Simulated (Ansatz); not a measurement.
2H WS2 was calculated with rVV10 (Ansatz, a first-principles code, plane waves, PAW).

Settings: plane-wave cutoff 520 eV, 12×12×4 k mesh (along the axes of the cell as run), Fermi–Dirac smearing 0.01 eV, no spin polarisation, scalar-relativistic PAW data made under PBE.

Shape and atoms are relaxed at each volume.

Pressure at four volumes; x = ln(V/18.603 Å³). One pressure is withheld.

```json
[
 {"V (Å³/atom)": "17.859", "x": "-0.0408", "P (GPa)": "?"},
 {"V (Å³/atom)": "18.231", "x": "-0.0202", "P (GPa)": "1.05"},
 {"V (Å³/atom)": "18.603", "x": "0.0000", "P (GPa)": "0.00"},
 {"V (Å³/atom)": "19.347", "x": "0.0392", "P (GPa)": "-1.39"}
]
```

Question: Pass a parabola P(x) through the three rows shown, estimate the bulk modulus and its pressure derivative near zero pressure, and predict the withheld pressure.

Answer: Slopes between the rows: (0.00 − (1.05))/(0.0000 − (-0.0202)) = -51.98 and (-1.39 − (0.00))/(0.0392 − (0.0000)) = -35.46 GPa. Their difference over the span 0.0594 is c = 16.52/0.0594 = 278.1 GPa, so P(x) = 1.05 + (-51.98)(x − (-0.0202)) + 278.1 (x − (-0.0202))(x − (0.0000)). At the middle row B = −dP/dx = −[-51.98 + 278.1 × 0.0202] = 46.4 GPa, and B′ = dB/dP = 2c/B = 12.0. At x = -0.0408 the parabola gives 2.35 GPa; the run gives 2.36 GPa. The Birch–Murnaghan fit to the energies at all volumes has B0 = 45.5 GPa and B′ = 12.2.

Measured, for comparison: bulk modulus 61 ± 1 GPa (room temperature, no zero-point or thermal correction; as tabulated in High pressure x-ray diffraction study of tungsten disulfide, J. Phys. Chem. …). Computed (rounded) less measured: bulk modulus -25 %.

Note: the bulk modulus comes from volumes at which shape and atoms were relaxed.

Spin–orbit coupling is not included.
